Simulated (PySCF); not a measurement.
C6H9 (charge +1).
Z-matrix (Å and degrees, PBE0-D3(BJ)/def2-SVP geometry), rows numbered from 1:
```
C 
C   1  1.5284
C   2  1.5294  1  114.57
C   2  1.4643  1  112.00  3  -128.75
C   4  1.3767  2  150.52  1   -24.79
C   5  1.3552  4   60.51  2  -178.90
H   1  1.0981  2  109.33  3   -58.46
H   1  1.1001  2  110.92  3    60.17
H   1  1.0994  2  112.06  3  -177.98
H   2  1.1138  1  108.22  3   120.60
H   3  1.0994  2  112.05  1   177.92
H   3  1.0979  2  109.30  1    58.38
H   3  1.1001  2  110.87  1   -60.30
H   5  1.0923  4  150.45  6  -179.54
H   6  1.0923  4  150.48  5   179.44
```

Computed, not measured: PBE0-D3(BJ)/def2-SVP geometry optimisation, gas phase in PySCF 2.14.0.

Masses are those of the commonest isotopes; rigid-rotor values at the optimised geometry. The values belong to one conformer with, in the numbering `[CH3:1][CH:2]([CH3:3])[c+:4]1[cH:5][cH:6]1`, C1–C2–C4–C5 -25°.

(1) Give the principal moments of inertia and the rotational constants in GHz.

(2) Classify the top.

(3) Is it planar, by Δ = Ic − Ia − Ib?

(4) Give the other two planar moments, Paa and Pbb, and the rms extents of the mass along the axes.

(5) Give the coordinates in the principal-axis frame, origin at the centre of mass.

(6) List the rotational levels J(Ka,Kc) to J = 5 (MHz).

(7) Which lines would a microwave search look for?

(8) Estimate the classical rotational partition function at 10 K, 50 K and 200 K.

Answers

(1) Ia = 80.41, Ib = 182.89, Ic = 247.70 u·Å²; 505379 MHz·u·Å²/I gives 6285, 2763 and 2040 MHz, that is A = 6.2850, B = 2.7633, C = 2.0403 GHz.

(2) An asymmetric top; Ray's κ = -0.659.

(3) Not planar: Δ = Ic − Ia − Ib = -15.59 u·Å². For a rigid frame Δ = −2 Σ m c², so Σ m c² = 7.80 u·Å² lies off the ab plane: 5.53 from hydrogen and 2.27 from heavier atoms. The atom farthest from that plane is 1.46 Å away.

(4) Paa = Σ m a² = (Ib + Ic − Ia)/2 = 175.09 and Pbb = Σ m b² = (Ia + Ic − Ib)/2 = 72.61 u·Å². With the mass M = 81.07 u, the rms extents √(P/M) along a, b and c are 1.47, 0.95, 0.31 Å.

(5) The sense of each axis is arbitrary; atoms in the order of the calculation.
| atom | mass (u) | a (Å) | b (Å) | c (Å) |
| --- | --- | --- | --- | --- |
| C1 | 12.000 | -1.475 | 1.285 | 0.141 |
| C2 | 12.000 | -0.813 | -0.002 | -0.351 |
| C3 | 12.000 | -1.470 | -1.287 | 0.153 |
| C4 | 12.000 | 0.632 | 0.000 | -0.115 |
| C5 | 12.000 | 1.814 | 0.679 | 0.076 |
| C6 | 12.000 | 1.819 | -0.676 | 0.057 |
| H7 | 1.008 | -2.528 | 1.295 | -0.171 |
| H8 | 1.008 | -1.451 | 1.345 | 1.239 |
| H9 | 1.008 | -0.993 | 2.182 | -0.274 |
| H10 | 1.008 | -0.850 | -0.009 | -1.464 |
| H11 | 1.008 | -0.985 | -2.186 | -0.254 |
| H12 | 1.008 | -2.523 | -1.302 | -0.158 |
| H13 | 1.008 | -1.443 | -1.337 | 1.251 |
| H14 | 1.008 | 2.366 | 1.616 | 0.179 |
| H15 | 1.008 | 2.377 | -1.611 | 0.134 |

(6) Above 0(0,0):
J = 1: 1(0,1) 4804, 1(1,1) 8325, 1(1,0) 9048
J = 2: 2(0,2) 14311, 2(1,2) 17209, 2(1,1) 19379, 2(2,1) 29944, 2(2,0) 30044
J = 3: 3(0,3) 28332, 3(1,3) 30477, 3(1,2) 34806, 3(2,2) 44354, 3(2,1) 44844, 3(3,1) 63829, 3(3,0) 63838
J = 4: 4(0,4) 46641, 4(1,4) 48068, 4(1,3) 55238, 4(2,3) 63490, 4(2,2) 64885, 4(3,2) 83221, 4(3,1) 83282, 4(4,1) 110246, 4(4,0) 110246
J = 5: 5(0,5) 69057, 5(1,5) 69921, 5(1,4) 80529, 5(2,4) 87286, 5(2,3) 90278, 5(3,3) 107501, 5(3,2) 107740, 5(4,2) 134486, 5(4,1) 134492, 5(5,1) 169229, 5(5,0) 169229
The levels of one J sum to (2J + 1)J(J + 1)(A + B + C)/3.

(7) The dipole components (about the centre of mass, as the species is charged) are |μa| = 3.95 D, |μb| = 0.00 D, |μc| = 0.19 D; the mirror of this Cs structure is the ac plane, so μb vanishes by symmetry and there are no b-type lines. Intensities carry the squares of the components, which stand as 1.00 : 0.00 (a : c). Some lines, for components of 0.1 D or more:

```
type  branch         J(Ka,Kc)    MHz  lower level (cm⁻¹)
   a       Q  3(2,1) ← 3(2,2)    489               1.480
   c       Q  3(1,3) ← 3(0,3)   2145               0.945
   c       Q  2(1,2) ← 2(0,2)   2899               0.477
   c       Q  1(1,1) ← 1(0,1)   3522               0.160
   a       R  1(0,1) ← 0(0,0)   4804               0.000
   a       R  2(0,2) ← 1(0,1)   9507               0.160
   c       Q  2(2,1) ← 2(1,1)  10565               0.646
   a       R  3(2,2) ← 2(2,1)  14411               0.999
   a       R  4(2,3) ← 3(2,2)  19136               1.480
   a       R  4(3,1) ← 3(3,0)  19444               2.129
   a       R  4(2,2) ← 3(2,1)  20041               1.496
   a       R  4(1,3) ← 3(1,2)  20432               1.161
   c       Q  4(4,1) ← 4(3,1)  26964               2.778
   c       R  4(2,2) ← 3(1,2)  30078               1.161
```

(8) Point group Cs, symmetry number σ = 1; q = (√π/σ)·√((kT/h)³/(ABC)), k/h = 20836.6 MHz/K: 896 at 10 K, 10000 at 50 K, 80100 at 200 K.

Not checked by PBE0-D3(BJ)/def2-SVP frequencies. These are rigid-rotor constants of the computed structure; measured ground-state constants (B0) also hold zero-point vibration. A rigid rotor knows nothing of internal rotation, which can split or shift real lines.
